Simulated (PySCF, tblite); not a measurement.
# CH₃ClSi (triplet), a cluster model of a defect: EPR parameters

What EPR parameters should one expect for `C[Si]Cl`? It is drawn as: twofold Si.

Computed with tblite 0.8.0 and PySCF 2.14.0; each step states its level. No surroundings beyond the atoms listed, unless a continuum is named. Atoms count from 0, parts from 1.

### 1 The system as given

6 atoms, charge 0, multiplicity 3; geometry: distance geometry start.

### 2 Geometry optimisation with GFN2-xTB

The job: settings as JSON, then the geometry in Å.

```
{"job": {"kind": "relax", "xc": "GFN2-xTB", "basis": "xTB"}, "charge": 0, "multiplicity": 3}
Si     0.501696     0.207468    -0.377767
C     -1.223175    -0.181573     0.110827
Cl     2.558850     0.768786    -0.567456
H     -1.827996    -0.175475    -0.714115
H     -1.564267     0.502187     0.812874
H     -1.233837    -1.161502     0.508169
```

Level: GFN2-xTB geometry optimisation, gas phase.

Run with:

```sh
$ OMP_NUM_THREADS=1 python cluster_run.py task.json out
```

This one command runs all jobs of the session in turn.

**Question.** The jobs that follow are: PBE0-D3(BJ)/def2-SVP geometry optimisation, gas phase; UKS B3LYP, IGLO-III on C Cl Si, pcH-1 on H, non-relativistic, mean-field spin-orbit, GIAO; UKS BHandHLYP, IGLO-III on C Cl Si, pcH-1 on H, non-relativistic, mean-field spin-orbit, GIAO. Predict: point group; rotational constants (main isotopes); D, E (B3LYP); g(iso) (B3LYP); ⟨S²⟩; largest a(iso) (averaged by class).

As calculated:

| quantity | value |
| --- | --- |
| point group | Cs |
| rotational constants (main isotopes) | 23.63, 3.64, 3.22 GHz |
| D, E (B3LYP) | -1.303, -0.048 cm⁻¹ |
| g(iso) (B3LYP) | 2.00361 |
| ⟨S²⟩ | 2.002 (exact 2.00) |
| largest a(iso) (averaged by class) | 29Si on Si0, -547.6 MHz |

Over 4 steps the energy fell by 0.088 eV; of the close pairs, C1–H3 changed most, 1.051 to 1.100 Å (PBE0/def2-SVP). No frequency check was run at this level, so the end point may be a saddle. Most of the unpaired spin sits on Si0 (1.67 e). The isotropic g lies 1.3 ppt above the free-electron value. The coupling of 29Si on Si0 runs from -583.0 (BHandHLYP/IGLO-III+pcH-1) to -547.6 MHz (B3LYP/IGLO-III+pcH-1). The triplet was assumed; the singlet may lie lower.
